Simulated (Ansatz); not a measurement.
Scan of the N1–Mg2 bond length

MgNH2 (SMILES [NH2][Mg]), doublet, at its PBE0-D4/def2-TZVP minimum:

```
4
angstrom
N -0.1358 -0.0051 -0.0960
Mg 1.4846 -0.1144 0.8859
H -0.9885 -0.5105 0.0991
H -0.3046 0.5697 -0.9094
```

The bond length N1–Mg2 (1.898 Å at the minimum) is set to the values below, the two halves moving rigidly along the bond. Each method's energies count from its own value at the PBE0-D4 minimum structure. 2 of 9 computed points, where the reference changed state or T1 grew large, are left out. Ansatz 0.2.0; basis: def2-TZVPP; cores frozen in the correlated methods; orbitals are unrestricted. The outer core shell of Li, Na, Mg and K is correlated. The def2 sets are not built for correlating such inner shells, so the correlated values are less sure here. B3LYP uses VWN-RPA correlation.

CCSD(T) energies along the scan:
```csv
bond length (Å),CCSD(T) (kcal/mol)
1.556,38.93
1.636,20.01
1.753,5.19
1.890,0.03
2.042,2.94
2.205,11.18
2.379,22.43
```
They count from the CCSD(T) energy at the PBE0-D4 minimum.

Minimum and curvature along this coordinate at CCSD(T): A fifth-order fit through the nearest points gives 1.902 Å, with a curvature of about 16 eV/Å².

Question: Treat the two halves as rigid bodies and work out the harmonic wavenumber of this stretch from that curvature (ν̃ = 521.5 √(k/μ) cm⁻¹ with k in eV/Å² and μ in u).

Answer: The halves weigh 16.02 and 24.31 u, so μ = 16.02 × 24.31/40.33 = 9.656 u and ν̃ = 521.5 √(16/9.656) ≈ 670 cm⁻¹. A true normal mode mixes in other motions, so this is a guide only.

Largest difference from the CCSD(T) curve over the scan: PBE0-D4 1.14; B3LYP-D4 1.03; HF 2.02 kcal/mol. Each curve counts from its own value at the minimum.

No T1 diagnostic of these runs exceeds 0.015. ⟨S²⟩ of the unrestricted Hartree–Fock references: 0.75 (a pure state has 0.75).

For scale, one of the runs: CCSD(T)/def2-TZVPP, 91 basis functions (an equivalent command: `ansatz run in.yaml --threads 2`). Hardware: 2 CPU threads, shared host. Wall time about 4.4 s.
